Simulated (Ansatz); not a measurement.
Hexagonal-diamond Si (model structure) was calculated with LDA (Ansatz, a quantum-chemistry and plane-wave program, PAW).

Run with plane-wave cutoff 500 eV, 12×12×6 k mesh (along the axes of the cell as run), gaussian smearing 0.02 eV, scalar-relativistic PAW data made under PBE.

Cell (relaxed at this level):

```
CELL_PARAMETERS angstrom
      1.90086    -3.29239     0.00000
      1.90086     3.29239     0.00000
      0.00000     0.00000     6.28949
ATOMIC_POSITIONS crystal
  Si 0.33333 0.66667 0.06305
  Si 0.66667 0.33333 0.56305
  Si 0.66667 0.33333 0.93695
  Si 0.33333 0.66667 0.43695
```

**Question.** Predict the band gap.

**Answer.** 
band gap: 0.27 eV (on the SCF k mesh)

Note: the relaxation could raise the start's symmetry but not lower it, so the cell can be a saddle point.

Static lattice: no zero-point or thermal effects.

The result took very roughly 29 core-seconds.

A model structure was made by putting elements into a prototype or built by hand; it is no filed structure, need not be a known phase, and can be a saddle point held by its symmetry.
